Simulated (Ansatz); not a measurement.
Relaxation of CH$_{5}$N$_{2}$ (8 atoms, charge 1, multiplicity 1), to a largest force component of 0.015 eV/Å in at most 40 steps.

Computed with RKS r2SCAN-D4/def2-SVP (Ansatz 0.2.0).

```xyz
8
Properties=species:S:1:pos:R:3
N -0.906 0.576 -1.206
C -0.059 0.686 -0.352
N 0.405 -0.454 0.622
H -1.440 -0.255 -1.425
H 0.481 1.602 -0.165
H -0.376 -0.778 1.205
H 1.158 -0.112 1.235
H 0.770 -1.252 0.084
```

Q: Where does it end, and by what steps?

A: The forces met the threshold. Limits of this set-up: the dipole of an ion depends on the origin. After 21 steps the energy has fallen by 0.092 eV; H8 moved furthest, 0.63 Å.

```tsv
step	energy less start (eV)	largest force component (eV/Å)	accepted
0	0.0000	1.464	yes
1	-0.0404	0.263	yes
2	-0.0481	0.153	yes
3	-0.0499	0.222	yes
4	-0.0543	0.070	yes
5	-0.0545	0.042	yes
6	-0.0567	0.040	yes
7	-0.0574	0.040	yes
8	-0.0447	0.763	no
9	-0.0612	0.106	yes
10	-0.0669	0.167	yes
11	-0.0676	0.370	yes
12	-0.0872	0.088	yes
13	-0.0780	0.329	no
14	-0.0896	0.045	yes
15	-0.0888	0.273	no
16	-0.0901	0.177	yes
17	-0.0917	0.020	yes
18	-0.0917	0.018	yes
19	-0.0918	0.036	yes
20	-0.0918	0.031	yes
21	-0.0918	0.011	yes
```

```xyz
8
Properties=species:S:1:pos:R:3
N -0.788 0.568 -1.332
C -0.171 0.711 -0.271
N 0.373 -0.441 0.611
H -0.978 -0.370 -1.697
H 0.074 1.679 0.191
H -0.041 -0.404 1.557
H 1.396 -0.361 0.727
H 0.170 -1.370 0.213
```

The run took 54 s on 1 thread of Arm Neoverse V1, on a shared host, peak memory 0.12 GiB.
